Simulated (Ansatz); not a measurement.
AlCl3. The species carries charge 0 and has multiplicity 1.

Cartesian coordinates in Å:
```
Al 0.0000 0.0000 0.0000
Cl -0.5025 -1.9982 0.1890
Cl -1.4411 1.3825 -0.5412
Cl 1.9437 0.6157 0.3521
```

Task: Give the diagnostics of a CCSD(T)/def2-TZVPP run (frozen core, Ansatz). (Best estimate.)

Result: Ansatz gave: T1 = 0.0080, largest single amplitude 0.020, largest double 0.017, (T) share of the correlation energy 4.1 %, 8 CCSD cycles. The RHF solution is stable towards an unrestricted one. T1 lies under the customary mark of 0.02 for closed shells.
